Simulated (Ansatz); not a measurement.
Reaction (SMILES): FC(F)(F)F → [C](F)(F)F + F atom
B3LYP-D3(BJ)/def2-TZVP geometries, fixed; electronic energies without zero-point terms.
Largest species:
```xyz
5

C      0.0000     0.0000     0.0000
F      0.7629     0.7657     0.7682
F     -0.7843    -0.7493     0.7628
F     -0.7467     0.7653    -0.7843
F      0.7680    -0.7817    -0.7466
```

Basis-set convergence of the bond dissociation energy at HF with Ansatz (a first-principles code). All functions are spherical. Open shells are unrestricted. No added dispersion term, no relativity. Functions are those of the species that has most. Reference: the value in aug-cc-pVQZ, 89.91 kcal/mol, itself unsure by roughly 0.19 kcal/mol (its mean distance from def2-QZVPPD, pcseg-3, def2-QZVPP). Deviations are taken from unrounded values.

```tsv
basis	functions	bond dissociation energy (kcal/mol)
cc-pVDZ	70	88.86
aug-cc-pVDZ	115	88.13
def2-SVP	70	93.11
def2-SVPD	112	90.94
pcseg-1	70	87.75
aug-pcseg-1	115	92.35
6-311G**	90	89.23
6-311+G**	110	86.69
cc-pVTZ	150	90.51
aug-cc-pVTZ	230	90.13
pcseg-2	150	90.26
aug-pcseg-2	230	90.37
def2-TZVPP	155	89.81
def2-TZVPPD	197	89.67
cc-pVQZ	275	90.01
aug-cc-pVQZ	400	89.91
def2-QZVPP	285	89.82
def2-QZVPPD	327	89.75
```

What the diffuse functions change, pair by pair:
- cc-pVDZ to aug-cc-pVDZ: 45 more functions, deviation -1.05 to -1.77 kcal/mol
- def2-SVP to def2-SVPD: 42 more functions, deviation 3.20 to 1.04 kcal/mol
- pcseg-1 to aug-pcseg-1: 45 more functions, deviation -2.16 to 2.44 kcal/mol
- 6-311G** to 6-311+G**: 20 more functions, deviation -0.68 to -3.22 kcal/mol
- cc-pVTZ to aug-cc-pVTZ: 80 more functions, deviation 0.61 to 0.22 kcal/mol
- pcseg-2 to aug-pcseg-2: 80 more functions, deviation 0.36 to 0.47 kcal/mol
- def2-TZVPP to def2-TZVPPD: 42 more functions, deviation -0.10 to -0.24 kcal/mol
- cc-pVQZ to aug-cc-pVQZ: 125 more functions, deviation 0.10 to 0.00 kcal/mol
- def2-QZVPP to def2-QZVPPD: 42 more functions, deviation -0.09 to -0.15 kcal/mol

Leaving out the reference's own pair, they bring the value nearer the reference by more than 0.19 kcal/mol in 2 of 8 pairs.
